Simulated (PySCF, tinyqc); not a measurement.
Worked calculation: RHF in the sto-3g basis, for LiH, spin multiplicity 1. The lowest restricted solution is unstable here: a spin-polarised one lies 0.0795 hartree lower (PySCF). One step of it, computed by the program tinyqc.

Problem. Iteration 1: building the Fock matrix. J_ij = sum D_kl (ij|kl), K_ij = sum D_kl (ik|jl); F = H + J - 0.5 K; E = tr D H + tr D J / 2 - 0.25 tr D K + E_nn.

D at the start, lower triangle:
```
            1Li 1s     1Li 2s   1Li 2px   1Li 2py   1Li 2pz     2H 1s
1Li 1s    2.077044
1Li 2s   -0.226013   1.020023
1Li 2px   0.000000   0.000000  0.000000
1Li 2py   0.000000   0.000000  0.000000  0.000000
1Li 2pz   0.002583  -0.004801  0.000000  0.000000  0.001679
2H 1s    -0.020313   0.075976  0.000000  0.000000  0.039737  0.977034
```

core Hamiltonian H = T + V (hartree), lower triangle:
```
            1Li 1s     1Li 2s    1Li 2px    1Li 2py    1Li 2pz      2H 1s
1Li 1s   -4.581145
1Li 2s   -1.026792  -1.278733
1Li 2px   0.000000   0.000000  -1.040122
1Li 2py   0.000000   0.000000   0.000000  -1.040122
1Li 2pz  -0.004512  -0.053234   0.000000   0.000000  -1.073979
2H 1s    -0.008077  -0.157189   0.000000   0.000000  -0.238909  -0.991733
```

Two-electron integrals (ij|kl) in chemists' order, unique and non-zero (hartree):
```
(11|11) 1.680395   (21|11) 0.265420   (21|21) 0.049941   (22|11) 0.397727
(22|21) 0.092860   (22|22) 0.290562   (31|31) 0.008981   (32|31) 0.013788
(32|32) 0.064184   (33|11) 0.396640   (33|21) 0.092880   (33|22) 0.290497
(33|33) 0.312946   (41|41) 0.008981   (42|41) 0.013788   (42|42) 0.064184
(43|43) 0.016869   (44|11) 0.396640   (44|21) 0.092880   (44|22) 0.290497
(44|33) 0.279207   (44|44) 0.312946   (51|51) 0.008981   (52|51) 0.013788
(52|52) 0.064184   (53|53) 0.016869   (54|54) 0.016869   (55|11) 0.396640
(55|21) 0.092880   (55|22) 0.290497   (55|33) 0.279207   (55|44) 0.279207
(55|55) 0.312946   (61|11) 0.001715   (61|21) 0.000337   (61|22) 0.000684
(61|33) 0.000671   (61|44) 0.000671   (61|51) 0.000058   (61|52) 0.000123
(61|55) 0.000713   (61|61) 2.80e-06   (62|11) 0.026848   (62|21) 0.006454
(62|22) 0.025031   (62|33) 0.023538   (62|44) 0.023538   (62|51) 0.000846
(62|52) 0.007791   (62|55) 0.027984   (62|61) 0.000059   (62|62) 0.006275
(63|31) 0.000191   (63|32) 0.001407   (63|53) 0.000762   (63|63) 0.000194
(64|41) 0.000191   (64|42) 0.001407   (64|54) 0.000762   (64|64) 0.000194
(65|11) 0.040922   (65|21) 0.009850   (65|22) 0.038523   (65|33) 0.036093
(65|44) 0.036093   (65|51) 0.001314   (65|52) 0.012243   (65|55) 0.043333
(65|61) 0.000091   (65|62) 0.009996   (65|65) 0.015943   (66|11) 0.175050
(66|21) 0.042211   (66|22) 0.173332   (66|33) 0.162506   (66|44) 0.162506
(66|51) 0.004511   (66|52) 0.052173   (66|55) 0.194642   (66|61) 0.000374
(66|62) 0.061047   (66|65) 0.098317   (66|66) 0.774606
```

nuclear repulsion = 0.52515105 hartree

Give: Coulomb J; exchange K; Fock matrix F; total energy of this density.

Solution.

Coulomb J (hartree), lower triangle:
```
         1Li 1s  1Li 2s  1Li 2px  1Li 2py  1Li 2pz   2H 1s
1Li 1s   3.9549
1Li 2s   0.6666  1.2572
1Li 2px  0.0000  0.0000   1.2438
1Li 2py  0.0000  0.0000   0.0000   1.2438
1Li 2pz  0.0046  0.0526   0.0000   0.0000   1.2765
2H 1s    0.0045  0.1397   0.0000   0.0000   0.2186  1.2950
```

exchange K (hartree), lower triangle:
```
         1Li 1s  1Li 2s  1Li 2px  1Li 2py  1Li 2pz   2H 1s
1Li 1s   3.4212
1Li 2s   0.5449  0.3685
1Li 2px  0.0000  0.0000   0.0784
1Li 2py  0.0000  0.0000   0.0000   0.0784
1Li 2pz  0.0006  0.0132   0.0000   0.0000   0.0992
2H 1s    0.0043  0.0993   0.0000   0.0000   0.1168  0.7802
```

Fock matrix F (hartree), lower triangle:
```
          1Li 1s   1Li 2s  1Li 2px  1Li 2py  1Li 2pz    2H 1s
1Li 1s   -2.3368
1Li 2s   -0.6327  -0.2058
1Li 2px   0.0000   0.0000   0.1645
1Li 2py   0.0000   0.0000   0.0000   0.1645
1Li 2pz  -0.0003  -0.0073   0.0000   0.0000   0.1529
2H 1s    -0.0057  -0.0671   0.0000   0.0000  -0.0787  -0.0868
```

total energy of this density = -7.598147 hartree

This density is the starting one; it is not idempotent, so its energy is not variational and may lie below the converged one.
